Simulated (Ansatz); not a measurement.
## Crystal structures of carbon under r²SCAN0

These are results of DFT, r2SCAN0, plane waves (500 eV) with PAW, scalar-relativistic in Ansatz 0.2.0, not measurements. The PAW files were generated under PBE, with cores re-solved for the functional.

Each structure is relaxed within its own symmetry, so a high-lying one may be dynamically unstable. No dispersion correction is added.

The hybrid is evaluated at the semilocal geometry on a coarser k-mesh, and its energy is corrected by the semilocal functional's change from that mesh to the dense one.

Problem. Rank these structures of carbon by energy per atom, lowest first.
A. fcc
B. bcc
C. diamond
D. simple cubic
E. graphite

Solution. E (0 meV/atom), C (59 meV/atom), D (3153 meV/atom), B (4991 meV/atom), A (5211 meV/atom).

```tsv
structure	ΔE (meV/atom)	V (Å³/atom)	cell	magnetic state
graphite	0	9.15	a = 2.456 Å, c = 7.011 Å (c/a = 2.855)	spin not included
diamond	59	5.64	a = 3.560 Å	spin not included
simple cubic	3153	5.54	a = 1.770 Å	spin not included
bcc	4991	6.81	a = 2.388 Å	spin not included
fcc	5211	7.42	a = 3.096 Å	spin not included
```

ΔE counts from graphite.

Differences under about 20 meV lie within the error of the k-point mesh.
